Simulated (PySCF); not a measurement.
The same gas-phase reaction for B, Al, Ga:
- 3 H2O + 3 BH → B(OH)3 + B2H6
- 3 H2O + 3 AlH → Al(OH)3 + Al2H6
- 3 H2O + 3 GaH → Ga(OH)3 + Ga2H6

Energies from PySCF, thermal terms from the rigid-rotor harmonic-oscillator model, ideal gas at 1 bar. † marks an energy on the PBE0/def2-TZVP geometry and frequencies; other levels use their own. All species are closed-shell singlets. B3LYP is the form with VWN-RPA correlation. Ga: all electrons, no relativistic terms. Al(OH)3, Al2H6, GaH, Ga(OH)3, Ga2H6: computed as isolated molecules; such fragments, hydroxides, amides, oligomers or adducts are transient or little studied in the gas.

ΔH°(298 K) in kJ, by level:

| level | B | Al | Ga |
|---|---|---|---|
| ωB97M-V/def2-TZVP† | -1627.3 | -900.8 | ? |
| PBE/def2-SVP | -1791.2 | -917.3 | ? |
| ωB97X-V/def2-TZVP† | -1647.2 | -948.8 | -547.5 |
| B3LYP/def2-TZVP† | -1617.4 | -874.4 | ? |
| HF/def2-TZVP† | -1460.5 | -859.6 | ? |

Task: What belongs in the gaps?

Result: 
- ωB97M-V/def2-TZVP†, Ga: -495.0
- PBE/def2-SVP, Ga: -539.3
- B3LYP/def2-TZVP†, Ga: -428.7
- HF/def2-TZVP†, Ga: -424.8
